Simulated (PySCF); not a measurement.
# Silicon: a sound run and one with changed settings

Sound run: Si [Ne] 3s2 3p2, Si⁺ [Ne] 3s2 3p1. Computed with PySCF 2.14 in x2c-SVPall, with scalar relativity by spin-free X2C-1e. The sound run starts from symmetry-adapted Hartree-Fock orbitals and uses a fine grid where one is needed.

Changed run: initial guess atom, at most 5 SCF cycles. This setting is unsound on purpose.

| species | method | sound run (hartree) | changed run (hartree) | converged |
| --- | --- | --- | --- | --- |
| Si | UHF | -289.34811 | -289.34811 | no |
| Si | M06-L | -289.85666 | -289.85666 | no |
| Si | M06-2X | -289.86170 | -289.86170 | no |
| Si⁺ | UHF | -289.06759 | -289.06759 | no |
| Si⁺ | M06-L | -289.55883 | -289.55883 | no |
| Si⁺ | M06-2X | -289.56887 | -289.56887 | no |

The SCF was stopped early; the energies are upper bounds that still move, and correlated levels were skipped or rest on poor orbitals.
